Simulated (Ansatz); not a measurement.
# BH5OSi: ionisation energy by level of theory

An exercise on one series of results from a longer session: the logs are not shown, and one member is left open.

The runs use Ansatz 0.2.0, Gaussian basis; unrestricted cation, the program's frozen cores in correlated methods.

Plan: UKS PBE-D4/def2-TZVPP; UKS r2SCAN-D4/def2-TZVPP; UKS PBE0-D4/def2-TZVPP; UKS B3LYP-D4/def2-TZVPP; UKS wB97X-V/def2-TZVPP; UKS wB97M-V/def2-TZVPP; UKS B2PLYP/def2-TZVPP; UHF-CCSD(T)/def2-TZVPP; UHF-MP2/def2-QZVPP; extrapolation to the limit; then −ε(HOMO) from the neutral's earlier runs with LDA (SPW92), PBE-D4, revPBE-D4, BLYP-D4, r2SCAN-D4, B97M-V, PBE0-D4, B3LYP-D4, r2SCANh-D4, r2SCAN0-D4, HSE06-D4, BHLYP-D4, CAM-B3LYP-D4, LC-ωPBE, ωB97X-V, ωB97M-V.

## The relaxed structure

The geometry comes from an earlier relaxation with PBE0-D4 in a triple-zeta def2 set; it is a stationary point, not always the lowest conformer.

SMILES `OB[SiH3]`, 8 atoms, charge 0, spin multiplicity 1.

Atoms are counted from 1 here; the program's logs count them from 0.

Bond lengths: O1–B2 1.350 Å, O1–H4 0.962 Å, B2–Si3 2.027 Å, B2–H5 1.206 Å, Si3–H6 1.492 Å, Si3–H7 1.492 Å, Si3–H8 1.488 Å. Angles: B2–O1–H4 113.7°, O1–B2–Si3 119.4°, O1–B2–H5 119.2°, Si3–B2–H5 121.4°, B2–Si3–H6 109.6°, B2–Si3–H7 109.6°, B2–Si3–H8 113.7°, H6–Si3–H7 106.9°, H6–Si3–H8 108.4°, H7–Si3–H8 108.4°.

Geometry (Å):

```xyz
8

O    -1.3708    0.2013   -1.1934
B    -0.3172    0.6390   -0.4708
Si    0.6744   -0.6579    0.7304
H    -1.7789    0.8844   -1.7339
H     0.0140    1.7957   -0.5558
H     0.6419   -0.1622    2.1370
H     2.1087   -0.7187    0.3250
H     0.1200   -2.0389    0.7056
```

Set-up of the first run:

Input file in.yaml:

```yaml
crystal:
  periodic: [false, false, false]
  atoms:
    - {symbol: O, position_ang: [-1.370828, 0.201299, -1.193391]}
    - {symbol: B, position_ang: [-0.317214, 0.639015, -0.470807]}
    - {symbol: Si, position_ang: [0.674406, -0.657886, 0.730444]}
    - {symbol: H, position_ang: [-1.778939, 0.884435, -1.733917]}
    - {symbol: H, position_ang: [0.014047, 1.795743, -0.555767]}
    - {symbol: H, position_ang: [0.641925, -0.162223, 2.137042]}
    - {symbol: H, position_ang: [2.108697, -0.718711, 0.324967]}
    - {symbol: H, position_ang: [0.120006, -2.038872, 0.705628]}
basis:
  gaussian: {orbitals: def2-TZVPP}
total_charge: 1
magnetization: {spin_polarized: true, initial_magnetization: 1}
hamiltonian: {xc: pbe, dispersion: d4}
```

Run with:

```console
$ ansatz run in.yaml --threads 2 --pin off --events-out ev --progress --plain --max-ram 4352MiB
```

Steps of the session up to this table: Cation, UKS PBE-D4/def2-TZVPP; Cation, UKS r2SCAN-D4/def2-TZVPP; Cation, UKS PBE0-D4/def2-TZVPP; Cation, UKS B3LYP-D4/def2-TZVPP; Cation, UKS wB97X-V/def2-TZVPP; Cation, UKS wB97M-V/def2-TZVPP; Cation, UKS B2PLYP (frozen core)/def2-TZVPP; Cation, UHF-CCSD(T)/def2-TZVPP; Cation, UHF-MP2/def2-QZVPP.

One of the session's tables, all rows but one given; the rest of the session is left out.

Orbital estimates, from the neutral's runs:

| functional | −ε(HOMO) (eV) |
| --- | --- |
| LDA (SPW92) | 6.67 |
| PBE-D4 | 6.62 |
| revPBE-D4 | 6.59 |
| BLYP-D4 | 6.53 |
| r2SCAN-D4 | 6.88 |
| B97M-V | 7.01 |
| PBE0-D4 | 7.89 |
| B3LYP-D4 | 7.71 |
| r2SCANh-D4 | 7.35 |
| r2SCAN0-D4 | 8.05 |
| HSE06-D4 | 7.49 |
| BHLYP-D4 | 9.10 |
| CAM-B3LYP-D4 | 9.27 |
| LC-ωPBE | ? |
| ωB97X-V | 10.27 |
| ωB97M-V | 10.07 |

**Question.** Estimate the row for LC-ωPBE.

As computed: −ε(HOMO) (eV): 10.61. In the column «−ε(HOMO) (eV)» it is the highest.
